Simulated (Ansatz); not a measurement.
A made-up structure of Si2H2F, doublet:

| atom | x (Å) | y (Å) | z (Å) |
| --- | --- | --- | --- |
| F1 | -0.6212 | -1.6992 | 1.4801 |
| Si2 | 0.3110 | -0.3833 | 1.6666 |
| Si3 | 0.1216 | 0.4536 | -0.5261 |
| H4 | -0.6302 | -0.0814 | -1.6985 |
| H5 | -1.2992 | -2.2862 | 1.6343 |

It is relaxed with PBE-D4/def2-SVP and then PBE0-D4/def2-TZVP (Ansatz 0.2.0). Atoms count as bonded within 1.22 times the sum of their covalent radii (H–H: 0.88 Å). The end point is not checked to be a true minimum.

(1) Does its bonding change? (Judge from chemistry; the calculation decides.)

Results:

(1) Computed: Yes. Formed: none; broken: F1–Si2.

Where it ends: The first stage lowers the energy by 2.08 eV in 18 steps. It ends as a complex of Si₂H ([Si][SiH]) + HF:
F1  (-1.117, -2.645, 1.453)
Si2  (0.594, 0.456, 1.708)
Si3  (-0.149, 0.160, -0.269)
H4  (-0.716, -0.157, -1.612)
H5  (-0.730, -1.809, 1.276)
(Å)

Labels in which every atom is bracketed show which atoms are joined, not bond orders.

For scale, one of the runs: PBE0-D4/def2-TZVP relaxation, 117 basis functions, launched by `ansatz run in.yaml --threads 2 --pin off --events-out ev --progress --plain --max-ram 4352MiB`. Hardware: 2 CPU threads of an Arm Neoverse V2, shared host. Wall time about 86 s.
